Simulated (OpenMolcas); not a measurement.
**C4H6 (1-butyne) at CCSD(T)/6-31G(d,p) (spherical functions)**

What is the vertical electron affinity of C4H6 (1-butyne) at CCSD(T)/6-31G** (spherical functions)? 

The results are computed with OpenMolcas 26.06.

2 further runs of the same task are left out: 2 set aside as unsound or not needed.

### Step 1. Starting point

C4H6: 10 atoms, total charge 0, spin state singlet. SMILES: `C#CCC`. The shape is that of a PBE0-D4/def2-TZVP optimisation.

Bond lengths: C1–C2 1.201 Å, C2–C3 1.453 Å, C3–C4 1.526 Å, C1–H5 1.064 Å, C3–H6 1.095 Å, C3–H7 1.095 Å, C4–H8 1.092 Å, C4–H9 1.091 Å, C4–H10 1.091 Å. Some angles: C1–C2–C3 178.8°, C2–C3–C4 112.8°, C2–C1–H5 179.7°, C2–C3–H6 108.8°, C2–C3–H7 108.8°, C4–C3–H6 110.0°, C4–C3–H7 110.0°, C3–C4–H8 110.4°, C3–C4–H9 110.8°, C3–C4–H10 110.8°.

### Step 2. A single-point energy at CCSD(T)/6-31G(d,p) (spherical functions)

Contents of input.xyz:

```xyz
10

C     -0.710750     1.680210    -1.381330
C     -0.058400     0.889370    -0.756470
C      0.705410    -0.079680     0.011620
C     -0.176980    -0.989860     0.861700
H     -1.283760     2.383410    -1.937480
H      1.308110    -0.680710    -0.677310
H      1.415170     0.455960     0.650710
H      0.435830    -1.700320     1.420050
H     -0.763300    -0.406590     1.573470
H     -0.871330    -1.551790     0.235040
```

Contents of job.inp:

```
* C4H6 CCSD(T)
>>> EXPORT MOLCAS_PRINT=2

&GATEWAY
 BasLib=$CurrDir
 Coord=input.xyz
 Basis=6-31Gss
 Group=NoSym

&SEWARD

&SCF
 PrOrbitals=1 1

&RASSCF
 FileOrb=$Project.ScfOrb
 Spin=1
 Nactel=0 0 0
 Inactive=15
 Ras2=0
 OutOrbitals=Canonical
 OrbListing=Nothing

&MOTRA
 JobIph
 Frozen=4

&CCSDT
 CCT
 Triples=2
 Iterations=50
 Extrapolation=5 4
```

The basis set 6-31G** is read from a file made from the Basis Set Exchange's data (not shown).

The run is started by

```bash
$ export MOLCAS_MEM=1860
$ pymolcas job.inp > job.log
```

The log of the run:

```text
--- Start Module: gateway ---
[...]
--- Stop Module: gateway /rc=_RC_ALL_IS_WELL_ ---
[...]
      Basis functions           86
[...]
       Convergence after  11 Iterations
[...]
::    Total SCF energy                               -154.9079230256
[...]
      Total spin, S                                     0.0000000000
[...]
      Number of active orbitals                  0
[...]
      Spin quantum number                      0.0
[...]
      Active orbitals                            0
[...]
      Number of CSFs                             1
[...]
      Number of root(s) required                 1
[...]
      Convergence after  4 iterations
[...]
      Natural orbitals and occupation numbers for root  1
      ************************************************************************************************************************
      *                                                    Final results                                                     *
      ************************************************************************************************************************
[...]
::    RASSCF root number  1 Total energy:   -154.90792303
[...]
      Total electronic charge=   30.000000
      Total            charge=   -0.000000
[...]
      Dipole Moment (debye):
      Origin of the operator (angstrom)=   -0.0490    0.3051   -0.2572
                   X=  2.5871E-01               Y= -4.6610E-01               Z=  3.7786E-01           Total=  6.5342E-01
      Quadrupole Moment (debye*angstrom):
[...]
--- Start Module: motra ---
[...]
      *** WARNING: Default frozen orbitals is overwritten by user input.
      *** Default values:   4
[...]
--- Stop Module: motra /rc=_RC_ALL_IS_WELL_ ---
[...]
--- Start Module: ccsdt ---
[...]
      Convergence after                    14  Iterations
      Total energy (diff) :    -155.48862989       0.00000001
[...]
 METHOD                       : CCSD+T(CCSD)+<T3(1)WT1> = CCSD(T)
[...]
       CCSD     =      -155.4886298855145
[...]
--- Stop Module: ccsdt /rc=_RC_ALL_IS_WELL_ ---
[...]
```

It took 50 s on 1 thread of Arm Neoverse V1, shared host; peak memory 0.47 GiB.

### Step 3. The doublet anion, same level

input.xyz is that of step 2.

Contents of job.input:

```
>>> EXPORT MOLCAS_PRINT=2

&GATEWAY
 BasLib=$CurrDir
 Coord=input.xyz
 Basis=6-31Gss
 Group=NoSym

&SEWARD

&SCF
 UHF
 Charge=-1
 Spin=2
 PrOrbitals=1 1

&RASSCF
 FileOrb=$Project.UnaOrb
 Spin=2
 Nactel=1 0 0
 Inactive=15
 Ras2=1
 OutOrbitals=Canonical
 OrbListing=Nothing

&MOTRA
 JobIph
 Frozen=4

&CCSDT
 CCT
 Triples=3
 Iterations=50
 Extrapolation=5 4
```

The basis set 6-31G** is read from a file made from the Basis Set Exchange's data (not shown).

The run is started by

```bash
$ export MOLCAS_MEM=1860
$ pymolcas job.input > job.log
```

The log of the run:

```text
--- Start Module: gateway ---
[...]
--- Stop Module: gateway /rc=_RC_ALL_IS_WELL_ ---
[...]
      Basis functions           86
[...]
       Convergence after  25 Iterations
[...]
::    Total SCF energy                               -154.7203301437
[...]
      Total spin, S                                     0.5061336404
[...]
      Number of active orbitals                  1
[...]
      Spin quantum number                      0.5
[...]
      Active orbitals                            1
[...]
      Number of CSFs                             1
[...]
      Number of root(s) required                 1
[...]
      Convergence after 13 iterations
[...]
      printout of CI-coefficients larger than  0.05 for root  1
      energy=    -154.716628
      conf/sym  1     Coeff  Weight
             1  u   1.00000 1.00000
      Natural orbitals and occupation numbers for root  1
      sym 1:   1.000000
      ************************************************************************************************************************
      *                                                    Final results                                                     *
[...]
::    RASSCF root number  1 Total energy:   -154.71662764
[...]
      Total electronic charge=   31.000000
      Total            charge=   -1.000000
[...]
      Dipole Moment (debye):
      Origin of the operator (angstrom)=   -0.0490    0.3051   -0.2572
                   X=  7.7299E-01               Y= -2.3486E+00               Z=  1.9487E+00           Total=  3.1481E+00
      Center of Charge (angstrom)
[...]
--- Start Module: motra ---
[...]
      *** WARNING: Default frozen orbitals is overwritten by user input.
      *** Default values:   4
[...]
--- Stop Module: motra /rc=_RC_ALL_IS_WELL_ ---
[...]
--- Start Module: ccsdt ---
[...]
      Convergence after                    26  Iterations
      Total energy (diff) :    -155.31307581       0.00000001
[...]
 METHOD                       : CCSD+T(CCSD)+<T3(1)WT1>+<T3(1)UT2> = CCSD(T)
[...]
       CCSD     =      -155.3130758053413
[...]
--- Stop Module: ccsdt /rc=_RC_ALL_IS_WELL_ ---
[...]
```

Wall time 83 s (1 thread of Arm Neoverse V1, shared host); peak memory 0.47 GiB.

### Step 4. What came out

At CCSD(T)/6-31G** (spherical functions), 4 core orbitals frozen:

| quantity | value |
| --- | --- |
| singlet C4H6: total energy | -155.50898 Eh |
| singlet C4H6: dipole moment (mean-field density) | 0.65 D |
| singlet C4H6: HOMO energy (Hartree–Fock orbitals) | -10.18 eV |
| singlet C4H6: LUMO energy (Hartree–Fock orbitals) | 5.76 eV |
| singlet C4H6: HOMO–LUMO gap (Hartree–Fock orbitals) | 15.94 eV |
| singlet C4H6: correlation energy (4 core orbitals frozen) | -601.1 mEh |
| singlet C4H6: (T) correction | -20.35 mEh |
| doublet anion: total energy | -155.33460 Eh |
| doublet anion: (T) correction | -21.52 mEh |
| vertical electron affinity (to the doublet anion) | -4.745 eV |

The anion lies 4.75 eV (458 kJ/mol) above the neutral: the electron isn't bound at this level, and such a value depends on the basis. Without diffuse functions anions come out too high. The triples (singlet C4H6) make up 3.4 % of the correlation energy.
